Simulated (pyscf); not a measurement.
Structures and frequencies: ωB97X-D3(BJ)/def2-SVP in PySCF.

Task: For the elementary gas-phase step F–CH₂–F + Cl atom (Cl•) → F–Cl + •H₂C–F (doublet surface; C–F broken, Cl–F formed), what barrier and reaction energy does r²SCAN/def2-TZVP give, measured from the separated reactants?

Result: ΔE‡ = 2.28 eV, ΔE = +2.50 eV. CCSD(T)/def2-TZVPP + ΔMP2(QZVPP) gives 2.95 eV and +2.70 eV. Zero-point energy shifts the barrier by -0.15 eV. It is an atom transfer, with an imaginary mode of 448i cm⁻¹. At r²SCAN this geometry lies under the product side: in single points on another level's saddle the reverse barrier vanishes, and the forward threshold there is about the reaction energy. The same reactants have a lower exit, to HF + F–CH•–Cl (barrier +2.17 eV at ωB97M-D3(BJ)/def2-TZVP, against +2.78 eV here). One saddle was located; it need not be the lowest between these sides. The angle at the transferred F is 179°. The CCSD(T) − MP2 part came from Ansatz, without density fitting, on the same reference. A UHF reference is spin-contaminated (<S²> up to 0.92), which harms MP2 most. Left out: the spin-orbit lowering of Cl.
